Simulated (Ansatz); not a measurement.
## hcp Zr

Method: PBE (Ansatz, a quantum-chemistry and plane-wave program, plane waves, PAW).

Settings: plane-wave cutoff 500 eV, 30×30×14 k mesh (along the axes of the cell as run), Fermi–Dirac smearing 0.1 eV, scalar-relativistic PAW data made under PBE.

Cell (relaxed at this level):

```cif
data_Zr2
_chemical_formula_sum 'Zr2'
_space_group_name_H-M_alt 'P63/mmc'
_space_group_IT_number 194
_space_group_name_Hall '-P 6c 2c'
_cell_length_a 3.23081
_cell_length_b 3.23081
_cell_length_c 5.17745
_cell_angle_alpha 90.000
_cell_angle_beta 90.000
_cell_angle_gamma 120.000
loop_
_atom_site_label
_atom_site_type_symbol
_atom_site_symmetry_multiplicity
_atom_site_Wyckoff_symbol
_atom_site_fract_x
_atom_site_fract_y
_atom_site_fract_z
_atom_site_occupancy
Zr1 Zr 2 c 0.33333 0.66667 0.25000 1
```

```
Property                                Value
------------------------------  -------------
equilibrium volume per atom     23.40 Å³/atom
equilibrium lattice constant a        3.231 Å
lattice parameter c                   5.177 Å
```

Measured, for comparison: lattice constant a 3.232 Å, lattice parameter c 5.148 Å (293 K, not corrected to a static lattice; as tabulated in Wikipedia's data pages). Computed (rounded) less measured: lattice constant a 0.0 %, lattice parameter c +0.6 %.

Computed values are for the static lattice.

It cost about 4 core-minutes (a rough figure) of CPU time.
